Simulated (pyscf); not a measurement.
## Routes from HO–B(F)–F + SiH₄

Candidate steps break at most two bonds and form at most two. Each was searched with GFN2-xTB (tblite) first. Single points on ωB97X-D3(BJ)/def2-SVP structures (PySCF, gas phase). Energies: ωB97M-D3(BJ)/def2-TZVP, eV, from the separated reactants, singlet surface; ΔG‡ with ideal gas, 1 atm, RRHO with modes under 100 cm⁻¹ raised to 100, one conformer, R ln 2 for chiral ones without a mode under 150 cm⁻¹.

| products | type | ΔE‡ | ΔE | ΔG‡ 298 K | ΔG‡ 900 K | ν‡ (cm⁻¹) |
|---|---|---|---|---|---|---|
| HO–SiH₃ + F–BH–F | four-centre exchange | 1.05 | +0.49 | 1.59 | 2.54 | 330i |
| HO–BH–F + F–SiH₃ | four-centre exchange | 1.36 | +0.14 | 1.87 | 2.77 | 390i |
| H₂O + F–B(F)–SiH₃ | four-centre exchange | 2.59 | +1.67 | 2.98 | 3.81 | 1430i |

Row 1: On the product side the descent ends in an adduct with a B–O contact, 0.26 eV under the separated species and 0.80 eV under the saddle at ωB97X-D3(BJ)/def2-TZVP. Row 3: On the product side the descent ends in a complex, 0.24 eV under the separated species and 1.19 eV under the saddle at ωB97X-D3(BJ)/def2-TZVP. 

Plain bond fissions and candidates not yet searched are not listed, and one of them may be faster. Each barrier is that of the saddle found; lower ones may exist.
